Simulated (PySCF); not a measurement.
CH6Si, SMILES C[SiH3], singlet (B3LYP/def2-SVP optimised geometry):

```
8

Si    -0.876    -0.184     0.000
C      1.011    -0.184     0.000
H     -1.404    -0.883    -1.210
H     -1.404     1.213     0.000
H     -1.404    -0.883     1.210
H      1.404    -1.213     0.000
H      1.404     0.331     0.891
H      1.404     0.331    -0.891
```

Calculation: PySCF 2.14.0 with B3LYP/def2-TZVP.

Q: What are the frontier orbital energies and the dipole moment?

A: HOMO-2 -9.16 eV, HOMO-1 -9.16 eV, HOMO -8.97 eV, LUMO 0.40 eV, LUMO+1 1.42 eV; dipole moment 0.78 D.

On the same geometry PBE/def2-TZVP (PySCF) gives HOMO-2 -8.00 eV, HOMO-1 -8.00 eV, HOMO -7.88 eV, LUMO -0.11 eV, LUMO+1 0.80 eV; dipole moment 0.83 D.

Meta-Löwdin charges at B3LYP/def2-TZVP: Si1 0.52, C2 -0.57, H3 -0.11, H4 -0.11, H5 -0.11, H6 0.12, H7 0.12, H8 0.12.
